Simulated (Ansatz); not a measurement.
# Strength of the B–H bond: BH(CH3)(SH) → B(CH3)(SH) + H

Species: BH(CH3)(SH), singlet; B(CH3)(SH), doublet; H atom, doublet. 

Shapes, held fixed at every level: PBE0-D4/def2-TZVP. Flexible molecules stand in one conformer, not always the lowest. Programs: Ansatz 0.2.0. The zero-point and thermal change to 298 K, harmonic and unscaled (PBE0-D4/def2-TZVP), is -21.8 kJ/mol.

| level | kind | ΔH(298 K) (kJ/mol) | less CCSD(T)/CBS estimate | CPU time (sum over the molecules) |
| --- | --- | --- | --- | --- |
| HF/def2-SVP | Hartree–Fock | +342.4 | -93.3 | – |
| HF/def2-TZVPP | Hartree–Fock | +341.1 | -94.6 | – |
| SPW92/def2-TZVPP | LDA | +452.9 | +17.2 | 4.1 s |
| r2SCAN0-D4/def2-TZVPP | global hybrid | +412.5 | -23.2 | 15 s |
| B2PLYP/def2-TZVPP | double hybrid | +427.4 | -8.3 | 14 s |
| CCSD(T)/def2-SVP | coupled cluster or CI | +419.5 | -16.2 | 6.6 s |
| CCSD(T)/CBS estimate | coupled cluster or CI | +435.7 | 0.0 | 2.6 min |

The highest level, CCSD(T)/CBS estimate, gives ΔH(298 K) = +435.7 kJ/mol; the levels span +341.1 to +452.9. The column of differences is taken from that level and isn't an error. Hartree–Fock misses the correlation of the pair that is broken and comes out low. No measured value is set beside it here. Open shells run unrestricted unless RO is named. The CBS estimate extrapolates MP2 from def2-TZVPP and def2-QZVPP and adds CCSD(T) − MP2 in the triple-zeta set, cores frozen. Times are processor times on shared x86 and Arm servers, and rough.
